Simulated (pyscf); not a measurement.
`[Cl][SiH2][Cl]` → `[Cl][Si][Cl]` [singlet] + `[H][H]`, a 1,1-elimination (singlet surface; H–Si, H–Si broken, H–H formed). Single points on ωB97X-D3(BJ)/def2-SVP structures (PySCF, gas phase). Energies in eV from the reactant's lowest minimum found.

Small-basis levels: PySCF, no dispersion term, spherical d functions. AM1 to PM7: differences of heats of formation from MOPAC, which are fitted to 298 K values and so differ in kind from electronic energies by zero-point and thermal terms. Cost: rough CPU time at the saddle relative to B3LYP/6-31G*, from one job on a shared machine.

| level | barrier | reaction energy | cost |
|---|---|---|---|
| MP2/6-31G* | 3.73 | +1.60 | 0.1 |
| BP86/6-31G* | 3.08 | +1.41 | 1 |
| B3LYP/LANL2DZ | 3.36 | +1.33 | 0.6 |
| B3LYP/6-31G* | 3.37 | +1.50 | 1 |
| PBE/def2-SVP | 2.90 | +1.53 | 1 |
| B3LYP/def2-SVP | 3.21 | +1.56 | 1 |
| PM6 | 2.99 | +0.88 | under 0.02 |
| ωB97M-D3(BJ)/def2-TZVP | 3.32 | +1.60 | – |

Against the last row the barrier runs from -0.42 (PBE/def2-SVP) to +0.42 eV (MP2/6-31G*). ωB97M-D3(BJ)/def2-TZVP has limits of its own. This is the saddle that the search found; another between the same sides may lie lower.
